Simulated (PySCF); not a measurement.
Working out the electron affinity of Cl

Cl- [Ar] (1S) → Cl [Ne] 3s2 3p5 (2P). Calculation: PySCF 2.14, in aug-cc-pVTZ-DK; the spin-free X2C one-electron Hamiltonian (Gaussian nucleus). Frozen: [Ne]. Energies in hartree (1 hartree = 27.21139 eV):

| part | Cl- (lower) | Cl (upper) |
| --- | --- | --- |
| UHF | -460.981649 | -460.894773 |
| MP2 opposite-spin | -0.155565 | -0.124336 |
| MP2 same-spin | -0.051981 | -0.037141 |

Question: What does Hartree-Fock give?

Answer: (-460.894773) − (-460.981649) = 0.086876 hartree = 2.364 eV.

Question: What do MP2 and SCS-MP2 (6/5 opposite-spin, 1/3 same-spin) give?

Answer: The opposite-spin parts differ by 0.850 eV and the same-spin parts by 0.404 eV. MP2: 2.364 + (0.850) + (0.404) = 3.618 eV. SCS-MP2: 2.364 + 1.2 × (0.850) + (0.404)/3 = 3.519 eV.

A first-order spin-orbit estimate adds -0.035 eV to MP2 (valence), giving 3.583 eV against 3.613 eV (measured; photodetachment measurements, as compiled on the Wikipedia data page of electron affinities).

What remains against the reference includes basis incompleteness, the frozen core and correlation beyond second order.
